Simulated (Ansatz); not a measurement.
These are PBE0-D3(BJ)/def2-TZVP run with Ansatz (a program for electronic structure) values and carry that method's errors. No frequencies were computed at this level.

Ansatz 0.2 input:
```yaml
crystal:
  periodic: [false, false, false]
  atoms:
    - { symbol: O, position_ang: [0.481784, -0.000003, -0.000002] }
    - { symbol: H, position_ang: [-0.481784, 0.000003, 0.000002] }
basis:
  gaussian: { orbitals: def2-tzvp }
hamiltonian:
  xc: pbe0
  dispersion: d3bj
relax:
  max_steps: 150
magnetization:
  spin_polarized: true
  initial_magnetization: 1
```

Output:

```
Functional definition: PBE0
195 factors; their error is unknown
mean field evaluation 1: about -2058.4018 eV, gradient 1.8e1 eV
mean field evaluation 2: about -2058.0582 eV, gradient 2.1e1 eV
mean field evaluation 4: about -2059.5035 eV, gradient 5.7e-2 eV
mean field evaluation 8: about -2059.5064 eV, gradient 3.1e-3 eV
mean field -2059.50642375 eV, -75.6854650890 hartree, gradient 3.7e-5 eV, S^2 0.752567; 0 other end points of the search recorded, 0 dependent functions left out
reference -2059.50643548 eV, -75.6854655201 hartree; 5, 4 occupied and 32, 33 virtual orbitals, 195 factors
relax step   1: F+E_penalty+E_count = -2059.50963201 eV  Δ(F+E_penalty+E_count) = +0.000e0 eV  max|allowed force component| = 4.831e-1 eV/Å  Δτ_max = 0.0000 Å  (24 SCF iters, accepted)
these checks for a lower state are left out or cut short: starts, cluster_reference, orbital_swaps, neighbouring_geometries, increment
195 factors; their error is unknown
mean field evaluation 16: about -2059.5085 eV, gradient 1.5e-1 eV
mean field -2059.50856545 eV, -75.6855437952 hartree, gradient 6.1e-6 eV, S^2 0.752591; 0 other end points of the search recorded, 0 dependent functions left out
reference -2059.50857725 eV, -75.6855442290 hartree; 5, 4 occupied and 32, 33 virtual orbitals, 195 factors
relax step   2: F+E_penalty+E_count = -2059.51177403 eV  Δ(F+E_penalty+E_count) = -2.142e-3 eV  max|allowed force component| = 1.175e-1 eV/Å  Δτ_max = 0.0036 Å  (30 SCF iters, accepted)
these checks for a lower state are left out or cut short: starts, cluster_reference, orbital_swaps, neighbouring_geometries, increment
195 factors; their error is unknown
mean field -2059.50870472 eV, -75.6855489135 hartree, gradient 6.1e-6 eV, S^2 0.752600; 0 other end points of the search recorded, 0 dependent functions left out
reference -2059.50871655 eV, -75.6855493481 hartree; 5, 4 occupied and 32, 33 virtual orbitals, 195 factors
relax step   3: F+E_penalty+E_count = -2059.51191341 eV  Δ(F+E_penalty+E_count) = -1.394e-4 eV  max|allowed force component| = 2.565e-3 eV/Å  Δτ_max = 0.0012 Å  (31 SCF iters, accepted)
195 factors; their error is unknown
mean field evaluation 32: about -2059.5087 eV, gradient 1.5e-1 eV
mean field -2059.50870472 eV, -75.6855489135 hartree, gradient 6.1e-6 eV, S^2 0.752600; 1 other end points of the search recorded, 0 dependent functions left out
reference -2059.50871655 eV, -75.6855493481 hartree; 5, 4 occupied and 32, 33 virtual orbitals, 195 factors
Total energy: -2059.51192524 eV, -75.6856672652 hartree
Atom 0 at     0.486531    -0.000003    -0.000002 Å, force     0.002565    -0.000000    -0.000000 eV/Å
Atom 1 at    -0.486531     0.000003     0.000002 Å, force    -0.002565     0.000000     0.000000 eV/Å
Dipole moment:    -0.368204     0.000002     0.000002 e Å
```

Cost: roughly 0.8 core-seconds.
